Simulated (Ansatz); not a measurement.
`CC(F)(Cl)Cl` + H₂ → `CC(Cl)Cl` + H–F at 700 K and 1 bar (hydrogenolysis of a C–F bond).

Isolated molecules relaxed with PBE0-D4/def2-TZVP in Ansatz; ΔE leaves out vibrations. CCSD(T)/CBS is the MP2 limit (def2-TZVPP, def2-QZVPP) plus CCSD(T) − MP2 in def2-TZVPP, frozen cores. This one scheme is used for every species.

| species | CCSD(T)/CBS energy (Eh) | H − E (kJ/mol) | S (J/(mol·K)) |
| --- | --- | --- | --- |
| `CC(F)(Cl)Cl` | -1097.25476 | 190.9 | 410.9 |
| H₂ | -1.17544 | 46.8 | 155.3 |
| `CC(Cl)Cl` | -998.07052 | 206.5 | 385.8 |
| H–F | -100.39570 | 45.2 | 198.5 |

H − E and S are ideal-gas, rigid-rotor, harmonic terms from PBE0-D4/def2-TZVP. The MP2-based limit puts H₂ 0.8 mEh under its directly extrapolated value; such offsets cancel only in part. 1 Eh = 2625.50 kJ/mol, R = 8.31446 J/(mol·K).

By hand: ΔE, ΔH, ΔS and ΔG.

ΔE = (-998.07052) + (-100.39570) − (-1097.25476) − (-1.17544) = -0.03602 Eh = -94.6 kJ/mol. Δ(H − E) = 206.5 + 45.2 − 190.9 − 46.8 = 14.0, so ΔH = -80.6 kJ/mol. ΔS = 385.8 + 198.5 − 410.9 − 155.3 = 18.1 J/(mol·K). ΔG = -80.6 − 700 × (18.1)/1000 = -93.3 kJ/mol.

By hand: the equilibrium constant, and the temperature at which ΔG would vanish if ΔH and ΔS stayed fixed.

log₁₀ K = −ΔG/(RT ln 10) = 7.0. ΔH and −TΔS have one sign here, so there is no such temperature.

ΔH outweighs TΔS. A doubt of 5 kJ/mol in ΔE shifts log₁₀ K by 0.4 here. These are equilibria of isolated gas molecules and say nothing of rates. Largest T1 diagnostic: 0.010 (customary marks: 0.02 for closed shells, 0.045 for open ones).
